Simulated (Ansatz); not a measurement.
Two shapes of doublet C2N.

Shape 1:

```xyz
3

C     0.0000    0.0000   -1.1827
N     0.0000    0.0000    0.0000
C     0.0000    0.0000    1.1827
```

Shape 2:

```xyz
3

C     0.0000    0.0000   -1.3073
N     0.0000    0.0000    0.0000
C     0.0000    0.0000    1.3073
```

Basis set: def2-SVP (spherical functions). Correlated methods keep 3 orbitals frozen. Correlation on ROHF uses semicanonical orbitals with singles. Charge 0, multiplicity 2.

Computed with Ansatz (development build ahead of 0.2.0); each method stands on the lowest determinant of its kind that the runs found.

Question: Which shape is lower in energy, and by how much in each method?

Answer:

```tsv
method	E(2) − E(1) (eV)
ROHF	0.381
UHF	0.171
ROHF-MP2	-0.213
UHF-MP2	0.006
ROHF-CCSD(T)	-0.273
```

The methods disagree on the order. Caution for ROHF, ROHF-MP2, ROHF-CCSD(T): an unrestricted determinant lies well below. Caution for UHF, UHF-MP2: the unrestricted determinant is spin contaminated.
